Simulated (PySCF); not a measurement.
Species: cyclohexane, C₆H₁₂.
Z-matrix (Å and degrees, PBE0-D3(BJ)/def2-TZVP geometry), rows numbered from 1:
```
C 
C   1  1.5229
C   2  1.5229  1  111.30
C   3  1.5230  2  111.35  1    55.10
C   4  1.5232  3  111.36  2   -55.13
C   5  1.5229  4  111.33  3    55.09
H   1  1.0975  2  109.01  3    65.28
H   1  1.0941  2  110.39  3  -178.08
H   2  1.0941  1  110.30  3  -122.80
H   2  1.0974  1  109.15  3   120.48
H   3  1.0941  2  110.36  1   177.99
H   3  1.0974  2  109.06  1   -65.33
H   4  1.0941  3  110.34  2  -178.01
H   4  1.0974  3  109.07  2    65.29
H   5  1.0941  4  110.32  3   177.95
H   5  1.0974  4  109.08  3   -65.37
H   6  1.0941  1  110.32  2   177.97
H   6  1.0974  1  109.11  2   -65.33
```

Level: wB97X-D/pcSseg-2 in PySCF, non-relativistic, on one gas-phase PBE0-D3(BJ)/def2-TZVP geometry that isn't relaxed in the solvent. The solvent is an IEF-PCM continuum (van der Waals radii × 1.2). Only the electrostatic response of the medium enters.

Gas phase at wB97X-D/pcSseg-2: HOMO -10.18 eV, LUMO 2.39 eV, dipole 0.00 D.

Q: What does the continuum do to the energy, the frontier levels and the dipole at wB97X-D/pcSseg-2 in chloroform?

A: 
```tsv
solvent	ε	E(solvent) − E(gas) (kcal/mol)	polarisation term (kcal/mol)	distortion of the solute (kcal/mol)	HOMO (eV)	LUMO (eV)	dipole (D)
chloroform	4.711	-0.41	-0.42	0.01	-10.08	2.49	0.00
```

The first energy column is the sum of the next two and covers electrostatics alone.

Note: wB97X-D ran without an empirical dispersion term, which enters the total energy and its gradient alone.
